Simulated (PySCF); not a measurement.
**C₂H₅N, a complex of two parts: interaction energy**

The task here is to estimate one member of a computed series from the others.

Programs: PySCF 2.14.0. All values are calculated, for the isolated system unless a continuum is named. Atoms count from 0, parts from 1.

## Starting point

8 atoms, charge 0, multiplicity 1; geometry: GFN2-xTB. Parts: 1 = atoms 0–3, `C#C`, charge 0; 2 = atoms 4–7, `N`, charge 0.

The first run:

Job settings and geometry (Å):

```
{"job": {"xc": "PBE0", "basis": "def2-SVPD", "d3": "d3bj", "grid": 2, "kind": "geom", "shake": 0.01}, "charge": 0, "multiplicity": 1, "parts": [{"atoms": "0-3", "charge": 0, "multiplicity": 1}, {"atoms": "4-7", "charge": 0, "multiplicity": 1}]}
C     -0.620437    -0.107419     0.056874
C      0.534295     0.089123     0.004660
H     -1.699504    -0.237874     0.081497
H      1.615704     0.255998    -0.034899
N      3.674795     0.611690    -0.104836
H      4.170579    -0.125435     0.371157
H      3.943946     1.485945     0.357896
H      4.025090     0.663353    -1.055595
```

Started as:

```sh
OMP_NUM_THREADS=1 python cluster_run.py task.json out
```

One launch serves the whole session: the jobs run in the order shown.

Among the steps run: Optimising the geometry at PBE0-D3(BJ)/def2-SVPD; Coupled-cluster interaction energy: CCSD(T) and MP2.

One of the session's tables, all rows but one given; the rest of the session is left out.

It belongs to the step «Coupled-cluster interaction energy: CCSD(T) and MP2». 

```
                 method  interaction energy (kcal/mol)
         HF/aug-cc-pVDZ                          -2.60
        MP2/aug-cc-pVDZ                          -3.28
       CCSD/aug-cc-pVDZ                          -2.98
    CCSD(T)/aug-cc-pVDZ                          -3.18
         HF/aug-cc-pVTZ                          -2.59
        MP2/aug-cc-pVTZ                          -3.61
    SCS-MP2/aug-cc-pVTZ                          -3.13
      MP2, extrapolated                          -3.75
CCSD(T), limit estimate                              ?
```

Q: Estimate the row for CCSD(T), limit estimate from the others.

**Answer.** interaction energy (kcal/mol): -3.66. In the column «interaction energy (kcal/mol)» it lies between MP2, extrapolated (-3.75) and MP2/aug-cc-pVTZ (-3.61).
